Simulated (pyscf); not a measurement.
Single points on ωB97X-D3(BJ)/def2-SVP structures (PySCF, gas phase).

**Question.** Estimate by transition-state theory the rate constant of H₂N–SiH: (SMILES N[SiH]) [singlet] + HF (SMILES F) → HN=Si: (SMILES N=[Si]) [singlet] + HF (SMILES F) + H₂ (SMILES [H][H]) (singlet surface; H–N, H–Si, F–H broken, F–H, H–H formed) at 1200 K, with ωB97M-D3(BJ)/def2-TZVP energies (ideal gas, 1 atm, RRHO with modes under 100 cm⁻¹ raised to 100, one conformer, R ln 2 for chiral ones without a mode under 150 cm⁻¹; no tunnelling).

**Answer.** The electronic barrier is 30.9 kcal/mol and the thermal terms add +34.8, so ΔG‡ = 65.7 kcal/mol. With k_BT/h = 2.50e+13 s⁻¹ and RT = 2.385 kcal/mol, and a volume of 1.64e-19 cm³ per molecule at 1 atm, k = 4.5e-18 cm³ molecule⁻¹ s⁻¹. Wigner's tunnelling factor for 1248i cm⁻¹ would be 1.09. A shift of 1 kcal/mol in the barrier changes k by a factor 1.5. On the reactant side the descent ends in a complex, 6.0 kcal/mol under the separated species and 38.4 kcal/mol under the saddle at ωB97X-D3(BJ)/def2-TZVP. On the product side the descent ends in a bound adduct, 8.5 kcal/mol under the separated species and 17.2 kcal/mol under the saddle at ωB97X-D3(BJ)/def2-TZVP. The same reactants have a lower exit, to H₂N–Si:–F [singlet] + H₂ (barrier +7.6 kcal/mol at ωB97M-D3(BJ)/def2-TZVP, against +30.9 kcal/mol here). This is the saddle that the search found; another between the same sides may lie lower.
